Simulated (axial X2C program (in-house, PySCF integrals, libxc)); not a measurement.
Bond lengths and stretching modes, held linear, of ClBCl⁺

Calculated with an in-house all-electron X2C program for linear molecules (integrals from PySCF): two-component X2C with atomic mean-field Coulomb and Gaunt terms, Gaussian nuclei, basis Cl dyall-av3z, B dyall-v3z with contracted cores. Spin-free rows use the one-electron spin-free X2C Hamiltonian.

Masses Cl 34.969, B 11.009, Cl 34.969 u. States: 2c Ω = 0 (all partner blocks equally filled); spin-free M_S = 0, Λ = 0 (closed shell).

PBE0, spin-free: energies above the lowest point

| r(Cl–B) (Å) | r(B–Cl) (Å) | E (meV) |
| --- | --- | --- |
| 1.5736 | 1.5736 | 66.00 |
| 1.5736 | 1.6140 | 31.47 |
| 1.5736 | 1.6543 | 61.12 |
| 1.6140 | 1.5736 | 31.47 |
| 1.6140 | 1.6140 | 0.00 |
| 1.6140 | 1.6543 | 32.50 |
| 1.6140 | 1.6947 | 116.97 |
| 1.6543 | 1.5736 | 61.12 |
| 1.6543 | 1.6140 | 32.50 |
| 1.6543 | 1.6543 | 67.67 |
| 1.6947 | 1.6140 | 116.97 |
| 1.6947 | 1.6947 | 243.90 |

Q: Fit a quadratic surface with cubic terms in each bond: where is the minimum, and what are the two stretching wavenumbers?

A: At PBE0, spin-free: bonds 1.612 and 1.612 Å; harmonic stretches 565.5 and 1471.2 cm⁻¹; force constants 6.33, 6.33 and coupling 0.26 mdyn/Å.

The other levels and Hamiltonians give:

```tsv
Hamiltonian	level	r(Cl–B) (Å)	r(B–Cl) (Å)	lower stretch (cm⁻¹)	upper stretch (cm⁻¹)
2c	PBE0	1.613	1.613	565.4	1471.3
2c	HF	1.613	1.613	574.6	1473.4
2c	r2SCAN	1.614	1.614	563.8	1474.4
2c	MP2	1.614	1.614	572.2	1482.9
spin-free	HF	1.613	1.613	574.7	1473.3
spin-free	r2SCAN	1.614	1.614	564.0	1474.3
spin-free	MP2	1.614	1.614	572.4	1482.8
```

Each state is one determinant, the lowest of a limited PBE0 search; the stretches come from a fit to these few points and carry an uncertainty of a few per cent. Other orders of the atoms were not compared. MP2 freezes inner shells (threshold -2 hartree). The molecule was held linear; bending was not examined, so a bent shape may lie lower.
